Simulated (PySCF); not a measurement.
# O, O+: ionisation energy in aug-cc-pVDZ-DK

Each state of oxygen is computed at each level; their differences give the ionisation energy. How far do the methods differ?

The numbers are computed with PySCF 2.14.0 (unrestricted determinants in a Gaussian basis, no spin-orbit coupling in the energies), except any that are marked as measured or tabulated.

### 1 The atom as given

| Quantity | Value |
| --- | --- |
| Element | oxygen (Z = 8) |
| Basis | aug-cc-pVDZ-DK (4s3p2d, 23 functions) |
| Hamiltonian | the spin-free X2C one-electron Hamiltonian (Gaussian nucleus) |
| State 1 | O: [He] 2s2 2p4, high-spin 3P determinant |
| State 2 | O+: [He] 2s2 2p3, high-spin 4S determinant |
| Methods | UHF, PBE0, r2SCAN, MP2, CCSD(T) |
| Core shells frozen in the correlated runs | valence: 1s2 (for O) |

Outer shells as boxes (Hund's rule):

O [He] 2s2 2p4
```
[He] core
2s [↑↓]
2p [↑↓][↑ ][↑ ]
```

O+ [He] 2s2 2p3
```
[He] core
2s [↑↓]
2p [↑ ][↑ ][↑ ]
```

One driver process ran all states and methods and kept the integrals in memory. Each run is shown as a PySCF script that sums up its settings (the driver passes frozen orbitals as a list and adds second-order terms of double hybrids); the logs are those of the runs themselves. The driver starts from symmetry-adapted Hartree-Fock orbitals, holds the occupation by maximum overlap and uses a logarithmic radial grid for functionals, so a plain start would take other cycles.

It was started by

```
$ OMP_NUM_THREADS=1 python atomrun2.py TASK.json OUT
```

The integrals over 23 functions and the set-up took 0.03 s of CPU time.

### 2 O: the ladder of methods

Level: UHF.

Contents of input.py:

```python
from pyscf import gto, scf, dft, mp, cc
import basis_set_exchange as bse
mol = gto.M(atom="O 0 0 0", charge=0, spin=2, symmetry="D2h",
            basis=gto.basis.parse(bse.get_basis("aug-cc-pVDZ-DK", elements=["O"], fmt="nwchem", header=False)),
            nucmod="G")
mf = scf.UHF(mol).sfx2c1e()
mf.irrep_nelec = {'Ag': (2, 2), 'B1u': (1, 0), 'B2u': (1, 1), 'B3u': (1, 0)}
mf.kernel()
```

The log of the run:

```text
damping factor = 0
level_shift factor = 0
DIIS = <class 'pyscf.scf.diis.CDIIS'>
diis_start_cycle = 1
diis_space = 10
diis_damp = 0
SCF conv_tol = 1e-09
SCF conv_tol_grad = None
number electrons alpha = 5  beta = 3
cycle= 1 E= -74.8484052232401  delta_E= -0.00306  |g|= 0.0214  |ddm|= 0.033
cycle= 2 E= -74.848582618506  delta_E= -0.000177  |g|= 0.00523  |ddm|= 0.00866
cycle= 3 E= -74.8485958814224  delta_E= -1.33e-05  |g|= 0.000479  |ddm|= 0.00385
cycle= 4 E= -74.8485962329138  delta_E= -3.51e-07  |g|= 0.000204  |ddm|= 0.00131
cycle= 5 E= -74.848596293091  delta_E= -6.02e-08  |g|= 5.19e-05  |ddm|= 0.000775
cycle= 6 E= -74.8485962955237  delta_E= -2.43e-09  |g|= 1.2e-05  |ddm|= 0.00017
cycle= 7 E= -74.8485962956732  delta_E= -1.49e-10  |g|= 1.68e-06  |ddm|= 4.2e-05
converged SCF energy = -74.8485962956732  <S^2> = 2.0083995  2S+1 = 3.0055945
```

Time after the integrals: 0.07 s (1 thread of Intel Xeon Platinum 8375C at 2.90GHz, shared host).

The occupied shells:

| shell | electrons | mean orbital energy (eV) | spread (eV) | rms radius (bohr) |
| --- | --- | --- | --- | --- |
| 1s α | 1 | -564.25 | 0 | 0.230 |
| 1s β | 1 | -562.05 | 0 | 0.230 |
| 2s α | 1 | -38.756 | 0 | 1.26 |
| 2s β | 1 | -29.493 | 0 | 1.26 |
| 2p α | 3 | -18.431 | 2.658 | 1.42 |
| 2p β | 1 | -14.140 | 0 | 1.42 |

⟨S²⟩ = 2.008, ⟨L²⟩ = 2.01.

Level: PBE0.

input.py, as changed from the run before:

```diff
@@ -5,3 +5,3 @@
             nucmod="G")
-mf = scf.UHF(mol).sfx2c1e()
+mf = dft.UKS(mol, xc="PBE0").sfx2c1e()
 mf.irrep_nelec = {'Ag': (2, 2), 'B1u': (1, 0), 'B2u': (1, 1), 'B3u': (1, 0)}
```

The log of the run:

```text
damping factor = 0
level_shift factor = 0
DIIS = <class 'pyscf.scf.diis.CDIIS'>
diis_start_cycle = 1
diis_space = 10
diis_damp = 0
SCF conv_tol = 1e-09
SCF conv_tol_grad = None
number electrons alpha = 5  beta = 3
XC functionals = PBE0
    C. Adamo and V. Barone.,  J. Chem. Phys. 110, 6158 (1999)
    M. Ernzerhof and G. E. Scuseria.,  J. Chem. Phys. 110, 5029 (1999)
cycle= 1 E= -75.0530595971371  delta_E= -0.00299  |g|= 0.0103  |ddm|= 0.102
cycle= 2 E= -75.0531189807199  delta_E= -5.94e-05  |g|= 0.00415  |ddm|= 0.023
cycle= 3 E= -75.0531268323797  delta_E= -7.85e-06  |g|= 0.00205  |ddm|= 0.01
cycle= 4 E= -75.053129105344  delta_E= -2.27e-06  |g|= 0.000186  |ddm|= 0.00414
cycle= 5 E= -75.0531291423001  delta_E= -3.7e-08  |g|= 3.19e-06  |ddm|= 0.000692
cycle= 6 E= -75.0531291423068  delta_E= -6.75e-12  |g|= 2.06e-07  |ddm|= 6.57e-06
converged SCF energy = -75.0531291423068  <S^2> = 2.0036414  2S+1 = 3.0024266
```

Time after the integrals: 0.11 s (1 thread of Intel Xeon Platinum 8375C at 2.90GHz, shared host).

Level: r2SCAN.

input.py, as changed from the run before:

```diff
@@ -5,3 +5,3 @@
             nucmod="G")
-mf = dft.UKS(mol, xc="PBE0").sfx2c1e()
+mf = dft.UKS(mol, xc="R2SCAN").sfx2c1e()
 mf.irrep_nelec = {'Ag': (2, 2), 'B1u': (1, 0), 'B2u': (1, 1), 'B3u': (1, 0)}
```

The log of the run:

```text
damping factor = 0
level_shift factor = 0
DIIS = <class 'pyscf.scf.diis.CDIIS'>
diis_start_cycle = 1
diis_space = 10
diis_damp = 0
SCF conv_tol = 1e-09
SCF conv_tol_grad = None
number electrons alpha = 5  beta = 3
XC functionals = R2SCAN
    J. W. Furness, A. D. Kaplan, J. Ning, J. P. Perdew, and J. Sun.,  J. Phys. Chem. Lett. 11, 8208-8215 (2020)
    J. W. Furness, A. D. Kaplan, J. Ning, J. P. Perdew, and J. Sun.,  J. Phys. Chem. Lett. 11, 9248-9248 (2020)
    J. W. Furness, A. D. Kaplan, J. Ning, J. P. Perdew, and J. Sun.,  J. Phys. Chem. Lett. 11, 8208-8215 (2020)
    J. W. Furness, A. D. Kaplan, J. Ning, J. P. Perdew, and J. Sun.,  J. Phys. Chem. Lett. 11, 9248-9248 (2020)
cycle= 1 E= -75.0918920328442  delta_E= -0.00329  |g|= 0.0094  |ddm|= 0.0901
cycle= 2 E= -75.0919233148896  delta_E= -3.13e-05  |g|= 0.00476  |ddm|= 0.0217
cycle= 3 E= -75.091932124539  delta_E= -8.81e-06  |g|= 0.0019  |ddm|= 0.0106
cycle= 4 E= -75.0919337795326  delta_E= -1.65e-06  |g|= 0.000118  |ddm|= 0.0035
cycle= 5 E= -75.0919337944709  delta_E= -1.49e-08  |g|= 5.69e-06  |ddm|= 0.000445
cycle= 6 E= -75.0919337945333  delta_E= -6.24e-11  |g|= 9.66e-07  |ddm|= 2.11e-05
converged SCF energy = -75.0919337945333  <S^2> = 2.0053289  2S+1 = 3.0035505
```

Time after the integrals: 0.21 s (1 thread of Intel Xeon Platinum 8375C at 2.90GHz, shared host).

Level: MP2 (valence).

input.py, as changed from the run before:

```diff
@@ -5,4 +5,5 @@
             nucmod="G")
-mf = dft.UKS(mol, xc="R2SCAN").sfx2c1e()
+mf = scf.UHF(mol).sfx2c1e()
 mf.irrep_nelec = {'Ag': (2, 2), 'B1u': (1, 0), 'B2u': (1, 1), 'B3u': (1, 0)}
 mf.kernel()
+mp.UMP2(mf, frozen=1).kernel()
```

This step left no log, only its results.

Time after the integrals: 0.01 s (1 thread of Intel Xeon Platinum 8375C at 2.90GHz, shared host).

With 6 electrons correlated, the MP2 correlation energy is -0.11043 hartree (-0.02803 same spin, -0.08240 opposite spin); the SCS form gives -0.10822. Largest pairs of shells: 2p-2p -0.0540, 2s-2p -0.0483, 2s-2s -0.0081.

Level: CCSD(T) (valence).

input.py, as changed from the run before:

```diff
@@ -8,2 +8,3 @@
 mf.kernel()
-mp.UMP2(mf, frozen=1).kernel()
+mycc = cc.CCSD(mf, frozen=1).run()
+mycc.ccsd_t()
```

The log of the run:

```text
CC2 = 0
CCSD nocc = (np.int64(4), np.int64(2)), nmo = (22, 22)
frozen orbitals [[0], [0]]
max_cycle = 100
direct = 0
conv_tol = 1e-08
conv_tol_normt = 1e-06
diis_space = 8
diis_start_cycle = 0
Init t2, MP2 energy = -0.110427625167071
Init E_corr(UCCSD) = -0.110427625169075
cycle = 1  E_corr(UCCSD) = -0.123233359287327  dE = -0.0128057341  norm(t1,t2) = 0.0338303
cycle = 2  E_corr(UCCSD) = -0.125958647210015  dE = -0.00272528792  norm(t1,t2) = 0.0113102
cycle = 3  E_corr(UCCSD) = -0.12727130840031  dE = -0.00131266119  norm(t1,t2) = 0.00588449
cycle = 4  E_corr(UCCSD) = -0.127300095517569  dE = -2.87871173e-05  norm(t1,t2) = 0.00194768
cycle = 5  E_corr(UCCSD) = -0.127275035125922  dE = 2.50603916e-05  norm(t1,t2) = 0.001065
cycle = 6  E_corr(UCCSD) = -0.127301164025359  dE = -2.61288994e-05  norm(t1,t2) = 0.000292364
cycle = 7  E_corr(UCCSD) = -0.127299784511591  dE = 1.37951377e-06  norm(t1,t2) = 6.18497e-05
cycle = 8  E_corr(UCCSD) = -0.127299376110532  dE = 4.08401059e-07  norm(t1,t2) = 1.80688e-05
cycle = 9  E_corr(UCCSD) = -0.12729930454387  dE = 7.15666623e-08  norm(t1,t2) = 5.94219e-06
cycle = 10  E_corr(UCCSD) = -0.12729927673829  dE = 2.78055797e-08  norm(t1,t2) = 1.08888e-06
cycle = 11  E_corr(UCCSD) = -0.127299270561454  dE = 6.17683599e-09  norm(t1,t2) = 3.22206e-07
UCCSD converged
E(UCCSD) = -74.97589556623463  E_corr = -0.1272992705614539
UCCSD(T) correction = -0.0018129097644295
```

It took 0.16 s on 1 thread of Intel Xeon Platinum 8375C at 2.90GHz, shared host, the integrals not counted.

CCSD correlation -0.12730 hartree, triples -0.00181; total -74.977708. T1 = 0.010, largest double amplitude 0.043.

Radial density 4πr²ρ of O at UHF:

| r (bohr) | density | spin density |
| --- | --- | --- |
| 0.00418 | 0.0671 | 0.000 |
| 0.00704 | 0.181 | 0.000 |
| 0.0118 | 0.465 | 0.001 |
| 0.0199 | 1.15 | 0.001 |
| 0.0335 | 2.60 | 0.004 |
| 0.0563 | 5.11 | 0.009 |
| 0.0947 | 7.87 | 0.025 |
| 0.159 | 8.20 | 0.099 |
| 0.268 | 4.91 | 0.377 |
| 0.451 | 3.14 | 1.013 |
| 0.758 | 4.68 | 1.623 |
| 1.28 | 3.55 | 1.139 |
| 2.15 | 0.890 | 0.253 |
| 3.61 | 0.0580 | 0.012 |
| 6.07 | 0.000830 | 0.000 |

### 3 O+, method by method

Level: UHF.

Contents of input.py:

```python
from pyscf import gto, scf, dft, mp, cc
import basis_set_exchange as bse
mol = gto.M(atom="O 0 0 0", charge=1, spin=3, symmetry="D2h",
            basis=gto.basis.parse(bse.get_basis("aug-cc-pVDZ-DK", elements=["O"], fmt="nwchem", header=False)),
            nucmod="G")
mf = scf.UHF(mol).sfx2c1e()
mf.irrep_nelec = {'Ag': (2, 2), 'B1u': (1, 0), 'B2u': (1, 0), 'B3u': (1, 0)}
mf.kernel()
```

The log of the run:

```text
damping factor = 0
level_shift factor = 0
DIIS = <class 'pyscf.scf.diis.CDIIS'>
diis_start_cycle = 1
diis_space = 10
diis_damp = 0
SCF conv_tol = 1e-09
SCF conv_tol_grad = None
number electrons alpha = 5  beta = 2
cycle= 1 E= -74.4058781939883  delta_E= -1.99e-12  |g|= 3.97e-07  |ddm|= 5.45e-06
converged SCF energy = -74.4058781939883  <S^2> = 3.7550964  2S+1 = 4.0025474
```

Time after the integrals: 0.04 s (1 thread of Intel Xeon Platinum 8375C at 2.90GHz, shared host).

Orbital energies by shell (radii are means over both spins):

| shell | electrons | mean orbital energy (eV) | spread (eV) | rms radius (bohr) |
| --- | --- | --- | --- | --- |
| 1s α | 1 | -583.29 | 0 | 0.230 |
| 1s β | 1 | -579.57 | 0 | 0.230 |
| 2s α | 1 | -56.484 | 0 | 1.20 |
| 2s β | 1 | -41.854 | 0 | 1.20 |
| 2p α | 3 | -36.157 | 0 | 1.22 |

⟨S²⟩ = 3.755, ⟨L²⟩ = 0.00.

Level: PBE0.

input.py, as changed from the run before:

```diff
@@ -5,3 +5,3 @@
             nucmod="G")
-mf = scf.UHF(mol).sfx2c1e()
+mf = dft.UKS(mol, xc="PBE0").sfx2c1e()
 mf.irrep_nelec = {'Ag': (2, 2), 'B1u': (1, 0), 'B2u': (1, 0), 'B3u': (1, 0)}
```

The log of the run:

```text
damping factor = 0
level_shift factor = 0
DIIS = <class 'pyscf.scf.diis.CDIIS'>
diis_start_cycle = 1
diis_space = 10
diis_damp = 0
SCF conv_tol = 1e-09
SCF conv_tol_grad = None
number electrons alpha = 5  beta = 2
XC functionals = PBE0
    C. Adamo and V. Barone.,  J. Chem. Phys. 110, 6158 (1999)
    M. Ernzerhof and G. E. Scuseria.,  J. Chem. Phys. 110, 5029 (1999)
cycle= 1 E= -74.5444378991244  delta_E= -0.00112  |g|= 0.00576  |ddm|= 0.127
cycle= 2 E= -74.5444544258847  delta_E= -1.65e-05  |g|= 0.0012  |ddm|= 0.0207
cycle= 3 E= -74.5444551423919  delta_E= -7.17e-07  |g|= 0.000388  |ddm|= 0.00367
cycle= 4 E= -74.544455204071  delta_E= -6.17e-08  |g|= 3.11e-06  |ddm|= 0.00109
cycle= 5 E= -74.5444552040774  delta_E= -6.45e-12  |g|= 4.55e-08  |ddm|= 9.48e-06
converged SCF energy = -74.5444552040774  <S^2> = 3.7520743  2S+1 = 4.001037
```

Time after the integrals: 0.09 s (1 thread of Intel Xeon Platinum 8375C at 2.90GHz, shared host).

Level: r2SCAN.

input.py, as changed from the run before:

```diff
@@ -5,3 +5,3 @@
             nucmod="G")
-mf = dft.UKS(mol, xc="PBE0").sfx2c1e()
+mf = dft.UKS(mol, xc="R2SCAN").sfx2c1e()
 mf.irrep_nelec = {'Ag': (2, 2), 'B1u': (1, 0), 'B2u': (1, 0), 'B3u': (1, 0)}
```

The log of the run:

```text
damping factor = 0
level_shift factor = 0
DIIS = <class 'pyscf.scf.diis.CDIIS'>
diis_start_cycle = 1
diis_space = 10
diis_damp = 0
SCF conv_tol = 1e-09
SCF conv_tol_grad = None
number electrons alpha = 5  beta = 2
XC functionals = R2SCAN
    J. W. Furness, A. D. Kaplan, J. Ning, J. P. Perdew, and J. Sun.,  J. Phys. Chem. Lett. 11, 8208-8215 (2020)
    J. W. Furness, A. D. Kaplan, J. Ning, J. P. Perdew, and J. Sun.,  J. Phys. Chem. Lett. 11, 9248-9248 (2020)
    J. W. Furness, A. D. Kaplan, J. Ning, J. P. Perdew, and J. Sun.,  J. Phys. Chem. Lett. 11, 8208-8215 (2020)
    J. W. Furness, A. D. Kaplan, J. Ning, J. P. Perdew, and J. Sun.,  J. Phys. Chem. Lett. 11, 9248-9248 (2020)
cycle= 1 E= -74.5880759310741  delta_E= -0.000631  |g|= 0.00344  |ddm|= 0.078
cycle= 2 E= -74.5880810866366  delta_E= -5.16e-06  |g|= 0.00116  |ddm|= 0.0112
cycle= 3 E= -74.5880816901482  delta_E= -6.04e-07  |g|= 0.000187  |ddm|= 0.00303
cycle= 4 E= -74.5880817110745  delta_E= -2.09e-08  |g|= 7.05e-06  |ddm|= 0.000531
cycle= 5 E= -74.5880817110982  delta_E= -2.37e-11  |g|= 5.16e-07  |ddm|= 1.97e-05
converged SCF energy = -74.5880817110982  <S^2> = 3.7531694  2S+1 = 4.0015844
```

It took 0.18 s on 1 thread of Intel Xeon Platinum 8375C at 2.90GHz, shared host, the integrals not counted.

Level: MP2 (valence).

input.py, as changed from the run before:

```diff
@@ -5,4 +5,5 @@
             nucmod="G")
-mf = dft.UKS(mol, xc="R2SCAN").sfx2c1e()
+mf = scf.UHF(mol).sfx2c1e()
 mf.irrep_nelec = {'Ag': (2, 2), 'B1u': (1, 0), 'B2u': (1, 0), 'B3u': (1, 0)}
 mf.kernel()
+mp.UMP2(mf, frozen=1).kernel()
```

This step left no log, only its results.

It took 0.01 s on 1 thread of Intel Xeon Platinum 8375C at 2.90GHz, shared host, the integrals not counted.

With 5 electrons correlated, the MP2 correlation energy is -0.07225 hartree (-0.02004 same spin, -0.05221 opposite spin); the SCS form gives -0.06933. Largest pairs of shells: 2s-2p -0.0477, 2p-2p -0.0170, 2s-2s -0.0075.

Level: CCSD(T) (valence).

input.py, as changed from the run before:

```diff
@@ -8,2 +8,3 @@
 mf.kernel()
-mp.UMP2(mf, frozen=1).kernel()
+mycc = cc.CCSD(mf, frozen=1).run()
+mycc.ccsd_t()
```

The log of the run:

```text
CC2 = 0
CCSD nocc = (np.int64(4), np.int64(1)), nmo = (22, 22)
frozen orbitals [[0], [0]]
max_cycle = 100
direct = 0
conv_tol = 1e-08
conv_tol_normt = 1e-06
diis_space = 8
diis_start_cycle = 0
Init t2, MP2 energy = -0.0722495878509942
Init E_corr(UCCSD) = -0.0722495878510703
cycle = 1  E_corr(UCCSD) = -0.0845065764779849  dE = -0.0122569886  norm(t1,t2) = 0.0267162
cycle = 2  E_corr(UCCSD) = -0.0871115616195332  dE = -0.00260498514  norm(t1,t2) = 0.00879101
cycle = 3  E_corr(UCCSD) = -0.0882598303748432  dE = -0.00114826876  norm(t1,t2) = 0.00355854
cycle = 4  E_corr(UCCSD) = -0.0882104011753524  dE = 4.94291995e-05  norm(t1,t2) = 0.000571405
cycle = 5  E_corr(UCCSD) = -0.0882178928196396  dE = -7.49164429e-06  norm(t1,t2) = 0.000145593
cycle = 6  E_corr(UCCSD) = -0.0882177063502251  dE = 1.86469414e-07  norm(t1,t2) = 1.30622e-05
cycle = 7  E_corr(UCCSD) = -0.0882178196231711  dE = -1.13272946e-07  norm(t1,t2) = 1.50722e-06
cycle = 8  E_corr(UCCSD) = -0.0882178342615136  dE = -1.46383425e-08  norm(t1,t2) = 3.29877e-07
cycle = 9  E_corr(UCCSD) = -0.0882178315184935  dE = 2.74302013e-09  norm(t1,t2) = 3.72969e-08
UCCSD converged
E(UCCSD) = -74.49409602550675  E_corr = -0.08821783151849348
UCCSD(T) correction = -0.000785774591893179
```

It took 0.13 s on 1 thread of Intel Xeon Platinum 8375C at 2.90GHz, shared host, the integrals not counted.

CCSD correlation -0.08822 hartree, triples -0.00079; total -74.494882. T1 = 0.005, largest double amplitude 0.028.

Radial density 4πr²ρ of O+ at UHF:

| r (bohr) | density | spin density |
| --- | --- | --- |
| 0.00418 | 0.0673 | 0.000 |
| 0.00704 | 0.181 | 0.000 |
| 0.0118 | 0.466 | 0.001 |
| 0.0199 | 1.15 | 0.002 |
| 0.0335 | 2.61 | 0.005 |
| 0.0563 | 5.12 | 0.013 |
| 0.0947 | 7.89 | 0.041 |
| 0.159 | 8.21 | 0.169 |
| 0.268 | 4.87 | 0.648 |
| 0.451 | 3.06 | 1.717 |
| 0.758 | 4.46 | 2.657 |
| 1.28 | 2.99 | 1.683 |
| 2.15 | 0.503 | 0.276 |
| 3.61 | 0.0142 | 0.011 |
| 6.07 | 7.71e-05 | 0.000 |

### 4 Orbital energies side by side

Highest occupied Hartree-Fock shell of each state: O 2p β at -14.140 eV; O+ 2p α at -36.157 eV.

### 5 The energy differences

Ionisation energy: O [He] 2s2 2p4 (3P) → O+ [He] 2s2 2p3 (4S).

| method | value (eV) | error (eV) | CPU time, both states (s) |
| --- | --- | --- | --- |
| UHF | 12.047 | -1.561 | 0.11 |
| PBE0 | 13.842 | +0.233 | 0.2 |
| r2SCAN | 13.711 | +0.102 | 0.39 |
| MP2 (valence) | 13.086 | -0.523 | 0.11 |
| SCS-MP2 (valence) | 13.105 | -0.503 | 0.11 |
| CCSD (valence) | 13.110 | -0.498 |  |
| CCSD(T) (valence) | 13.138 | -0.470 | 0.4 |

Reference: 13.608 eV (measured; NIST levels, between the centres of gravity of the two terms). Errors of the correlated levels include the incompleteness of this basis.

Times are CPU seconds on a shared host without the integrals; correlated rows include their Hartree-Fock run, whose time holds the symmetry-adapted start and any spin-orbit constants, while functionals begin from orbitals already made.

### 6 Summary of results

| quantity | value |
| --- | --- |
| ionisation energy, O | UHF 12.047, CCSD(T) (valence) 13.138 eV; reference 13.608 |

Each level's miss and price (over 1 difference):

| method | mean absolute miss against the measured value (with the measured fine structure taken into account where it is known) (eV) | CPU time, both states (s) |
| --- | --- | --- |
| UHF | 1.561 | 0.11 |
| PBE0 | 0.233 | 0.2 |
| r2SCAN | 0.102 | 0.39 |
| MP2 (valence) | 0.523 | 0.11 |
| SCS-MP2 (valence) | 0.503 | 0.11 |
| CCSD (valence) | 0.498 |  |
| CCSD(T) (valence) | 0.470 | 0.4 |

What this shows: r2SCAN lands nearest to the measured value (off by 0.10 eV); UHF misses by most (1.56 eV). Hartree-Fock falls short because the species with more electrons holds more correlation energy, which it lacks. All values hold for this basis alone; no basis-set limit was taken. The dearest level timed, CCSD(T) (valence), costs 3.6 times the cheapest, UHF, and differs from the measured value (with the measured fine structure taken into account where it is known) by 0.47 against 1.56 eV.
